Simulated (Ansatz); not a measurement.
# NH2S (quartet): from Hartree-Fock to the top rungs, def2-TZVPP

One table from this session's results is given with a row withheld; the runs are named, their logs left out.

The runs use Ansatz 0.2.0, Gaussian basis; def2-TZVPP, core rule «outside noble gas», up to 6 orbitals frozen.

Plan: UHF; ROHF; CCSD(T) on UHF.

2 further runs of the same task are left out: 2 set aside as unsound or not needed.

## The geometry

The geometry is a PBE0/def2-TZVP stationary point (not a proven minimum) of the parent state, kept for this charge and spin.

4 atoms, charge 0, spin multiplicity 4.

Atoms are counted from 1 here; the program's logs count them from 0.

Bond lengths: N1–S2 1.625 Å, N1–H3 1.024 Å, S2–H4 1.348 Å. Angles: S2–N1–H3 104.9°, N1–S2–H4 97.5°.

Geometry (Å):

```xyz
4
H2NS
N     0.0000   -0.1878    1.0997
S     0.0000    0.0962   -0.5000
H     0.0000    0.7404    1.5312
H     0.0000   -1.1895   -0.9067
```

Set-up of the first run:

in.yaml

```yaml
crystal:
  periodic: [false, false, false]
  atoms:
    - {symbol: N, position_ang: [0.000000, -0.187817, 1.099702]}
    - {symbol: S, position_ang: [0.000000, 0.096160, -0.500007]}
    - {symbol: H, position_ang: [0.000000, 0.740397, 1.531227]}
    - {symbol: H, position_ang: [0.000000, -1.189495, -0.906663]}
basis:
  gaussian: {orbitals: def2-TZVPP}
magnetization: {spin_polarized: true, initial_magnetization: 3}
hamiltonian: {xc: hf}
output: {orbitals: {seedname: orbitals}}
```

Started as:

```bash
$ ansatz run in.yaml --threads 1 --pin off --events-out ev --progress --plain --max-ram 4096MiB --backend cpu
```

Steps of the session up to this table: UHF; ROHF; CCSD(T) on UHF.

One of the session's tables, all rows but one given; the rest of the session is left out.

| method | from UCCSD(T) (kJ/mol) |
| --- | --- |
| ROHF | ? |
| UHF | +1059.3 |
| UMP2 | +135.7 |
| UCCSD | +50.6 |
| UCCSD(T) | 0 |

Q: Estimate the row for ROHF from the others.

The run gave: from UCCSD(T) (kJ/mol): +1098.7. In the column «from UCCSD(T) (kJ/mol)» it is the highest.
